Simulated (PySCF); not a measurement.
Isomers of C5H10S, one conformer each; single-point electronic energies without zero-point terms and without any empirical dispersion term.

All values: CAM-B3LYP/def2-SVPD (PySCF, non-relativistic), each on one gas-phase PBE0-D3(BJ)/def2-SVP geometry that isn't relaxed in the solvent. The solvent is an IEF-PCM continuum (Bondi radii, 1.10 Å for H, scaled by 1.2). Specific hydrogen bonds and non-electrostatic terms are outside this model.

```csv
isomer,"relative energy, gas (kcal/mol)",dipole (D)
`C(C)(=S)CCC`,0.0,3.07
`S1CC(C1)CC`,4.2,2.21
`C=CSCCC`,9.2,1.29
```

**Question.** How do the relative energies look in chloroform (ε = 4.711)?

**Answer.** 
| isomer | relative energy, solvent (kcal/mol) | E(solvent) − E(gas) (kcal/mol) | dipole in solvent (D) |
| --- | --- | --- | --- |
| `C(C)(=S)CCC` | 0.0 | -3.0 | 4.06 |
| `S1CC(C1)CC` | 4.9 | -2.3 | 2.79 |
| `C=CSCCC` | 9.9 | -2.3 | 1.70 |

The order is unchanged. Conformers: `[CH3:1][CH2:2][CH2:3][C:4]([CH3:5])=[S:6]` with C1–C2–C3–C4 -177°, C2–C3–C4–C5 -75°; `[CH3:1][CH2:2][CH:3]1[CH2:4][S:5][CH2:6]1` with C1–C2–C3–C4 -177°, C2–C3–C4–S5 143°, C3–C4–S5–C6 -16°, C4–S5–C6–C3 16°, C2–C3–C6–S5 -143°; `[CH2:1]=[CH:2][S:3][CH2:4][CH2:5][CH3:6]` with C1–C2–S3–C4 3°, C2–S3–C4–C5 78°, S3–C4–C5–C6 65°. `C(C)(=S)CCC` gains most from the continuum, and it has the largest gas-phase dipole. The gains span 0.7 kcal/mol, the gas-phase energies 9.2 kcal/mol.
